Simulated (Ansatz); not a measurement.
Ideal-gas functions of BClHS (`S[B]Cl`) radical at 400 K and 1 bar, from an Ansatz frequency run at PBE0-D4/def2-TZVP.

Molar mass 79.34 g/mol, point group Cs (symmetry number 1), electronic degeneracy 2, moments of inertia 7.057, 166.452, 173.509 u Å². Harmonic wavenumbers (cm⁻¹, unscaled): 244, 418, 654, 857, 1033, 2698.

Use S(trans) = R[1.5 ln M + 2.5 ln T − 1.1517]; rotational temperatures θ = 24.2544 K / I; S(rot) = R[ln(√π/σ · √(T³/θAθBθC)) + 1.5]; for each mode x = 1.438777 ν̃/T, S = R[x/(eˣ − 1) − ln(1 − e⁻ˣ)] and H = RT x/(eˣ − 1); 1 cm⁻¹ = 0.0119627 kJ/mol; R = 8.31446 J/(mol·K).

Task: By hand: the entropy, in J/(mol·K).

Result: Translation 169.5. Rotation: θ = 3.4369, 0.1457, 0.1398 K, giving 103.0. Vibration, mode by mode: 9.66, 5.67, 2.89, 1.62, 0.98, 0.01, in all 20.8. Electronic 5.8. Sum 299.1 J/(mol·K).

Task: By hand: H − E and G − E in kJ/mol, counted from the electronic energy.

Result: Zero-point energy ½ × 5904 × 0.0119627 = 35.3; thermal vibration 5.1; translation, rotation and pV give 4 RT = 13.3. H − E = 53.7 kJ/mol, and G − E = 53.7 − 400 × 299.1/1000 = -65.9 kJ/mol.

Vibration gives 7 % of the entropy. The sum counts one conformer and one mirror image; others add a mixing term.
